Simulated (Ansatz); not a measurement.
A calculation with Ansatz (development build ahead of 0.2.0).

```yaml
crystal:
  periodic: [false, false, false]
  atoms:
    - { symbol: F, position_ang: [0.0, 0.0, 0.0] }
    - { symbol: H, position_ang: [0.0, 0.917, 0.0] }
    - { symbol: H, position_ang: [0.0, 0.371, 8.0] }
    - { symbol: H, position_ang: [0.0, -0.371, 8.0] }
basis:
  gaussian: { orbitals: cc-pVDZ }
total_charge: 1
magnetization:
  spin_polarized: true
  initial_magnetization: 1
hamiltonian:
  xc: hf
correlation:
  method: ccsd_t
  frozen_orbitals: { F: 1, H: 0 }
```

The input is written out in the form of the current development build from the run's settings.

Results

```
Converged                       : yes
Reference energy                : -100.62779 hartree
CCSD correlation energy         : -0.19506 hartree
Triples correction              : -0.00152 hartree
Total energy                    : -100.82437 hartree
Spin squared of the determinant : 0.753
```
